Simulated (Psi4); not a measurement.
# U-r2SCAN/def2-TZVPPD run of N2H (dinitrogen monohydride)

Aim: the vertical doublet–quartet gap of N2H (dinitrogen monohydride) at U-r2SCAN/def2-TZVPPD, from 2 runs. Input form: a QCSchema input.

Program for the calculation: Psi4 1.11.

### 1 The structure to begin with

The species is N2H (3 atoms), meant as a doublet with charge 0. As SMILES, `[N]=N`. The shape is that of a PBE0-D4/def2-TZVP optimisation.

Bond lengths: N1–N2 1.165 Å, N2–H3 1.057 Å. Angles: N1–N2–H3 117.5°.

### 2 Energy and forces at U-r2SCAN/def2-TZVPPD

Contents of job.json:

```json
{
  "schema_name": "qcschema_input",
  "schema_version": 1,
  "molecule": {
    "schema_name": "qcschema_molecule",
    "schema_version": 2,
    "symbols": ["N", "N", "H"],
    "geometry": [1.3427071, -1.14653463, 0.61639087, -0.50769382, -0.41141227, -0.32144241, -0.83501328, 1.55794691, -0.29494845],
    "molecular_charge": 0,
    "molecular_multiplicity": 2,
    "fix_symmetry": "c1"
  },
  "driver": "gradient",
  "model": {
    "method": "r2scan",
    "basis": "def2-TZVPPD"
  },
  "keywords": {
    "reference": "uks",
    "puream": true,
    "e_convergence": 1e-09,
    "d_convergence": 1e-08,
    "scf_type": "pk",
    "dft_radial_points": 99,
    "dft_spherical_points": 590,
    "maxiter": 100
  }
}
```

Command:

```sh
$ psi4 --qcschema job.json -n 1 --memory 2200MB
```

stdout:

```text
[...]
  Running in c1 symmetry.
[...]
  Nuclear repulsion =   27.719687070139454
[...]
  Multiplicity = 2
[...]
  Nalpha       = 8
  Nbeta        = 7
[...]
    Number of basis functions: 91
[...]
   @UKS iter   1:  -109.91402565579094   -2.89465e-01   5.39834e-03 ADIIS/DIIS
[...]
   @UKS iter  13:  -110.01969497907555   -3.01270e-12   3.17094e-09 DIIS
[...]
   @S^2 Observed:                7.564692768E-01
[...]
    Orbital Energies [Eh]
    ---------------------
    Alpha Occupied:
       1A    -14.249045     2A    -14.238082     3A     -1.048133
       4A     -0.647508     5A     -0.461584     6A     -0.410256
       7A     -0.394992     8A     -0.188380
    Alpha Virtual:
       9A     -0.086813    10A      0.020062    11A      0.105109
      12A      0.127857    13A      0.155682    14A      0.194714
      15A      0.252002    16A      0.287209    17A      0.288489
      18A      0.300269    19A      0.330043    20A      0.355370
      21A      0.389341    22A      0.420565    23A      0.442448
      24A      0.453079    25A      0.457516    26A      0.478377
[...]
  @UKS Final Energy:  -110.01969497907555
   => Energetics <=
    Nuclear Repulsion Energy =             27.7196870701394538
    One-Electron Energy =                -203.4080669454168060
    Two-Electron Energy =                  79.7008535905586086
    DFT Exchange-Correlation Energy =     -14.0321686943568196
    Empirical Dispersion Energy =           0.0000000000000000
    VV10 Nonlocal Energy =                  0.0000000000000000
    Total Energy =                       -110.0196949790755525
[...]
 Multipole Moments:
 ------------------------------------------------------------------------------------
     Multipole            Electronic (a.u.)      Nuclear  (a.u.)        Total (a.u.)
 ------------------------------------------------------------------------------------
 L = 1.  Multiply by 2.5417464519 to convert [e a0] to [Debye]
 Dipole X            :          0.3233639           -0.6278990           -0.3045351
 Dipole Y            :         -0.4735620            1.1239941            0.6504320
 Dipole Z            :          0.0000000            0.0000000            0.0000000
 Magnitude           :                                                    0.7181946
[...]
  -Total Gradient:
     Atom            X                  Y                   Z
    ------   -----------------  -----------------  -----------------
       1       -0.006990826407     0.002666770462    -0.000000000000
       2        0.006537316577     0.001436346411     0.000000000000
       3        0.000624946138    -0.004128992562    -0.000000000000
[...]
```

The result, in JSON:

```text
{
 "driver": "gradient",
 "model": {
  "method": "r2scan",
  "basis": "def2-TZVPPD"
 },
 "success": true,
 "return_result": [-0.006990826407079154, 0.0026667704620902954, -8.64267513708363e-14, 0.006537316576546437, 0.0014363464114550833, 4.357734002022167e-13, 0.0006249461379363719, -0.004128992561600542, -4.036860514522544e-13],
 "properties": {
  "calcinfo_nbasis": 91,
  "calcinfo_nmo": 91,
  "calcinfo_nalpha": 8,
  "calcinfo_nbeta": 7,
  "calcinfo_natom": 3,
  "nuclear_repulsion_energy": 27.719687070139454,
  "return_energy": -110.01969497907555,
  "return_gradient": [-0.006990826407079154, 0.0026667704620902954, -8.64267513708363e-14, 0.006537316576546437, 0.0014363464114550833, 4.357734002022167e-13, 0.0006249461379363719, -0.004128992561600542, -4.036860514522544e-13],
  "scf_one_electron_energy": -203.4080669454168,
  "scf_two_electron_energy": 79.70085359055861,
  "scf_xc_energy": -14.03216869435682,
  "scf_dipole_moment": [-0.3045350851511517, 0.6504320126462945, 5.184293537638207e-11],
  "scf_total_energy": -110.01969497907555,
  "scf_total_gradient": [-0.006990826407079154, 0.0026667704620902954, -8.64267513708363e-14, 0.006537316576546437, 0.0014363464114550833, 4.357734002022167e-13, 0.0006249461379363719, -0.004128992561600542, -4.036860514522544e-13],
  "scf_iterations": 13
 }
}
```

Run time: 50 s. Hardware: 1 thread of AMD EPYC 7R43 (Zen 3), shared host; peak memory 0.87 GiB.

### 3 The quartet at the same level

Contents of input.json:

```json
{
 "schema_name": "qcschema_input",
 "schema_version": 1,
 "molecule": {
  "schema_name": "qcschema_molecule",
  "schema_version": 2,
  "symbols": ["N", "N", "H"],
  "geometry": [1.3427071, -1.14653463, 0.61639087, -0.50769382, -0.41141227, -0.32144241, -0.83501328, 1.55794691, -0.29494845],
  "molecular_charge": 0,
  "molecular_multiplicity": 4,
  "fix_symmetry": "c1",
  "fix_com": true,
  "fix_orientation": true
 },
 "driver": "gradient",
 "model": {
  "method": "r2scan",
  "basis": "def2-TZVPPD"
 },
 "keywords": {
  "reference": "uks",
  "puream": true,
  "e_convergence": 1e-09,
  "d_convergence": 1e-08,
  "scf_type": "pk",
  "dft_radial_points": 99,
  "dft_spherical_points": 590,
  "maxiter": 100,
  "scf_properties": ["LOWDIN_CHARGES", "MULLIKEN_CHARGES", "WIBERG_LOWDIN_INDICES"]
 }
}
```

Command:

```sh
$ psi4 --qcschema input.json -n 1 --memory 2200MB
```

stdout (excerpt; [...] marks lines left out):

```text
[...]
  Running in c1 symmetry.
[...]
  Nuclear repulsion =   27.719687070139450
[...]
  Multiplicity = 4
[...]
  Nalpha       = 9
  Nbeta        = 6
[...]
    Number of basis functions: 91
[...]
   @UKS iter   1:  -109.69315018440976   -6.85906e-02   5.55052e-03 DIIS/ADIIS
[...]
   @UKS iter  13:  -109.80182961913032   -6.69047e-11   4.64412e-09 DIIS
[...]
   @S^2 Observed:                3.760108361E+00
[...]
  @UKS Final Energy:  -109.80182961913032
   => Energetics <=
    Nuclear Repulsion Energy =             27.7196870701394502
    One-Electron Energy =                -203.1916677885744207
    Two-Electron Energy =                  79.7792462453659681
    DFT Exchange-Correlation Energy =     -14.1090951460613176
    Empirical Dispersion Energy =           0.0000000000000000
    VV10 Nonlocal Energy =                  0.0000000000000000
    Total Energy =                       -109.8018296191303165
[...]
 Multipole Moments:
 ------------------------------------------------------------------------------------
     Multipole            Electronic (a.u.)      Nuclear  (a.u.)        Total (a.u.)
 ------------------------------------------------------------------------------------
 L = 1.  Multiply by 2.5417464519 to convert [e a0] to [Debye]
 Dipole X            :         -5.2585347            5.0100797           -0.2484550
 Dipole Y            :          9.6739895           -9.3476814            0.3263081
 Dipole Z            :         -1.8718079            1.7696908           -0.1021171
 Magnitude           :                                                    0.4226521
[...]
  Mulliken Charges: (a.u.)
   Center  Symbol    Alpha    Beta     Spin     Total
       1     N     4.50540  2.63681  1.86859 -0.14221
       2     N     4.00372  3.01115  0.99257 -0.01486
       3     H     0.49088  0.35204  0.13884  0.15707
[...]
  -Total Gradient:
     Atom            X                  Y                   Z
    ------   -----------------  -----------------  -----------------
       1       -0.216836009884     0.086376886185    -0.109874004224
       2        0.218641013748    -0.098593926916     0.109585964076
       3       -0.001569872714     0.012000542065     0.000394336471
[...]
```

The result, in JSON:

```text
{
 "driver": "gradient",
 "model": {
  "method": "r2scan",
  "basis": "def2-TZVPPD"
 },
 "success": true,
 "return_result": [-0.2168360098835292, 0.08637688618489064, -0.10987400422399318, 0.21864101374827816, -0.0985939269155916, 0.10958596407570897, -0.001569872713711111, 0.012000542064552255, 0.00039433647071977643],
 "properties": {
  "calcinfo_nbasis": 91,
  "calcinfo_nmo": 91,
  "calcinfo_nalpha": 9,
  "calcinfo_nbeta": 6,
  "calcinfo_natom": 3,
  "nuclear_repulsion_energy": 27.71968707013945,
  "return_energy": -109.80182961913032,
  "return_gradient": [-0.2168360098835292, 0.08637688618489064, -0.10987400422399318, 0.21864101374827816, -0.0985939269155916, 0.10958596407570897, -0.001569872713711111, 0.012000542064552255, 0.00039433647071977643],
  "scf_one_electron_energy": -203.19166778857442,
  "scf_two_electron_energy": 79.77924624536597,
  "scf_xc_energy": -14.109095146061318,
  "scf_dipole_moment": [-0.24845500177419133, 0.326308092353397, -0.10211709617759301],
  "scf_total_energy": -109.80182961913032,
  "scf_total_gradient": [-0.2168360098835292, 0.08637688618489064, -0.10987400422399318, 0.21864101374827816, -0.0985939269155916, 0.10958596407570897, -0.001569872713711111, 0.012000542064552255, 0.00039433647071977643],
  "scf_iterations": 13
 }
}
```

Run time: 50 s. Hardware: 1 thread of AMD EPYC 7R43 (Zen 3), shared host; peak memory 0.87 GiB.

### 4 Outcome

Level: U-r2SCAN/def2-TZVPPD.

```
                                        quantity          value
                           doublet: total energy  -110.01969 Eh
                          doublet: dipole moment         1.83 D
     doublet: HOMO energy (highest over α and β)       -5.13 eV
      doublet: LUMO energy (lowest over α and β)       -2.43 eV
                                   doublet: ⟨S²⟩          0.756
               doublet: largest force on an atom     0.385 eV/Å
                           quartet: total energy  -109.80183 Eh
                          quartet: dipole moment         1.07 D
     quartet: HOMO energy (highest over α and β)       -3.65 eV
                                   quartet: ⟨S²⟩          3.760
               quartet: largest force on an atom    13.560 eV/Å
vertical energy of the quartet above the doublet       5.928 eV
```

In words: At this shape the quartet lies 5.93 eV (572 kJ/mol) above the doublet. The largest force (doublet) is 0.38 eV/Å: the shape isn't a stationary point for this species at this level. Mulliken charges (quartet) run from -0.14 on N1 to +0.16 on H3; in a basis this large or diffuse they mean little.
